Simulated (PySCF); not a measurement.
# Spin-Hamiltonian simulation

Molecule: Fluoroacetylene (C#CF, C₂HF).

Geometry:
```tsv
atom	x (Å)	y (Å)	z (Å)
C1	-0.612	0.000	0.005
C2	0.519	0.000	-0.407
F3	1.712	0.000	-0.843
H4	-1.619	0.000	0.373
```

PySCF 2.14.0 with density-fitted response routines calculation with shielding tensors at PBE0/pcSseg-1 (GIAO), geometry: PBE0-D3(BJ)/def2-SVP and spin–spin couplings from B3LYP/pcJ-1; no solvent, no relativistic terms, one computed conformer.

Scale: TMS for ¹H (σref 31.27) (reference shieldings calculated alike).

Shifts (ppm): F3 -219.3, H4 1.21.
Couplings (Hz): F3–H4: 17.1.

The 2-spin Hamiltonian (Zeeman plus full scalar coupling among like nuclei) was diagonalised exactly; lines are Lorentzian, 1.0 Hz wide, and the maxima above 3 % are listed with the tallest set to 100.

Task: Give the ¹H peak list of this spin system at 250 MHz.

Result: 
δ in ppm (height): 1.244 (100), 1.176 (100)

Task: And at 800 MHz?

Result: 
Hz from δ = 0 (height): 976.6 (100), 959.5 (100)
